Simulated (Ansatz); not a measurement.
Osmium, hcp: convergence with Gaussian smearing

Computed with Ansatz, PBE, scalar-relativistic PAW, on the relaxed cell (a = 2.756 Å, c = 4.343 Å (c/a = 1.576); spin not included). Errors count from a run at 420 eV on a Γ-centred 21×21×12 mesh with Fermi-Dirac smearing of 0.1 eV, extrapolated to zero width. Fixed here: cutoff 420 eV, mesh 13×13×7. The SCF starts from atomic densities corrected by a trained network.

```json
{"width (eV)": "0.01", "E(σ→0) error (meV/atom)": "-1.0", "F error (meV/atom)": "-1.1", "P (GPa)": "-0.25", "SCF iterations": "6"}
{"width (eV)": "0.03", "E(σ→0) error (meV/atom)": "-1.1", "F error (meV/atom)": "-1.3", "P (GPa)": "-0.25", "SCF iterations": "6"}
{"width (eV)": "0.1", "E(σ→0) error (meV/atom)": "-1.3", "F error (meV/atom)": "-2.6", "P (GPa)": "-0.24", "SCF iterations": "6"}
{"width (eV)": "0.2", "E(σ→0) error (meV/atom)": "-0.9", "F error (meV/atom)": "-6.6", "P (GPa)": "-0.13", "SCF iterations": "6"}
{"width (eV)": "0.3", "E(σ→0) error (meV/atom)": "-0.4", "F error (meV/atom)": "-14.1", "P (GPa)": "0.04", "SCF iterations": "6"}
{"width (eV)": "0.6", "E(σ→0) error (meV/atom)": "1.1", "F error (meV/atom)": "-56.7", "P (GPa)": "0.84", "SCF iterations": "6"}
{"width (eV)": "1.0", "E(σ→0) error (meV/atom)": "10.2", "F error (meV/atom)": "-163.2", "P (GPa)": "2.93", "SCF iterations": "6"}
```
